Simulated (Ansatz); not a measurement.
# HPB, quartet: the ladder up to UCCSDTQ

Geometry: a PBE0/def2-TZVP stationary point for this spin, not checked as a minimum. The doublet lies 1.8 eV lower here.

```yaml
atoms:
  - { symbol: B, position_ang: [0.0000, 0.0866, 1.3928] }
  - { symbol: P, position_ang: [0.0000, -0.0729, -0.4582] }
  - { symbol: H, position_ang: [0.0000, 1.3116, -0.8601] }
```

Basis cc-pVDZ; Ansatz 0.2.0. Only valence electrons are correlated (noble-gas cores frozen), which leaves 9 electrons in 31 orbitals. Prefix R: restricted or restricted open-shell reference; prefix U: unrestricted. Active spaces: valence = (9e, 9o) chosen from the atoms' valence shells.

Full CI isn't at hand for all of this; UCCSDTQ serves as the reference, and is uncertain by the last step of the cluster series or more. The frozen core follows each run's orbitals, which can shift R against U totals by a few meV.

For open shells CISD is restricted-active-space CI with the open shells as a complete middle space.

* UHF ⟨S²⟩: 3.763
* T1 diagnostic (RCCSD): 0.0314
* largest doubles amplitude (RCCSD): 0.038
* T1 diagnostic (UCCSD): 0.0293

```csv
level,E − E(UCCSDTQ) (kcal/mol),share of correlation (%),wall time
RHF,111.34,0.00,–
UHF,108.91,2.18,–
RMP2,24.66,77.85,–
UMP2,25.10,77.45,–
CISD,10.49,90.58,1.9 s
RCCSD,4.74,95.74,–
UCCSD,4.68,95.79,–
RCCSD(T),1.10,99.01,1.8 s
UCCSD(T),1.09,99.02,1.9 s
BCCD(T),1.09,99.02,2 s
RCCSDT,0.25,99.78,–
UCCSDT,0.24,99.79,–
RCCSDT(Q),0.03,99.97,11 s
UCCSDT(Q),0.01,99.99,9 s
RCCSDTQ,0.01,99.99,33 s (H100)
CASSCF (valence space),77.61,30.29,–
NEVPT2 (valence space),19.13,82.81,2.4 s
NEVPT4(SD) (valence space),2.69,97.59,3.8 s
MRCISD (valence space),5.59,94.98,–
MRCISD+Q (valence space),0.88,99.21,4 s
```

The correlation energy at UCCSDTQ, counted from RHF, is -4.828 eV. That run took 40 s on 2 threads of AMD EPYC 7R13 with a shared H100 80 GB, shared host.

Times hold each run's SCF and search for its determinant on a shared host, so for small cases they say little of a method's own cost; rows without a card ran on 1 thread of AMD EPYC 7R13.

Natural occupations of CASSCF (valence space) about the gap: 1.987 1.971 1.957 1.002 1.000 0.997 0.034 0.030 0.024; effectively unpaired electrons, Σ n²(2−n)², 3.02.
